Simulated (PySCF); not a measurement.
Molecule: diethyl ketone, C5H10O.

Bonds (- single, = double, # triple, : aromatic): C1-C2, C2-C3, C3=O4, C3-C5, C5-C6. C1 carries H7, H8, H9; C2 carries H10, H11; C5 carries H12, H13; C6 carries H14, H15, H16.

Geometry PBE0-D3(BJ)/def2-SVP throughout; GIAO in PySCF, gas phase, one conformer, non-relativistic; equivalent atoms averaged; basis pcSseg-1.

For orientation, B3LYP gives these absolute shieldings σ: C3 -35.9, C2/C5 141.2, C1/C6 170.0, O4 -326.1, H10/H11/H12/H13 29.15, H7/H8/H9/H14/H15/H16 30.34 ppm.

A run gave: C3 -16.5, C2/C5 146.4, C1/C6 174.5, O4 -270.5, H10/H11/H12/H13 28.92, H7/H8/H9/H14/H15/H16 30.19 ppm (absolute shieldings σ).

**Question.** Which functional was used in that run?
A. KT2
B. OPBE
C. BP86
D. PBE0
E. WP04

**Answer.** A. O4 tells them apart best: KT2 gives -270.5, WP04 gives -311.4, BP86 gives -311.6, OPBE gives -294.2, PBE0 gives -325.1 ppm.
